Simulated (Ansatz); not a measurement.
doublet MgF: levels of theory in one basis

```yaml
atoms:
  - { symbol: Mg, position_ang: [0.0000, 0.0000, 0.0000] }
  - { symbol: F, position_ang: [0.0000, 0.0000, 1.6625] }
```

Basis set: def2-SVP (spherical functions). Frozen core: 2 orbitals. Correlation on ROHF uses semicanonical orbitals with singles. Charge 0, multiplicity 2.

Computed with Ansatz (development build ahead of 0.2.0); each method stands on the lowest determinant of its kind that the runs found.

```csv
method,E − E(ROHF) (eV),<S²> of the determinant
ROHF,0.00,–
UHF,0.00,0.75
ROHF-MP2,-5.72,–
UHF-MP2,-5.72,0.75
```

Problem. What does ROHF-CCSD(T) give on the same scale?

Solution. -5.84 eV.
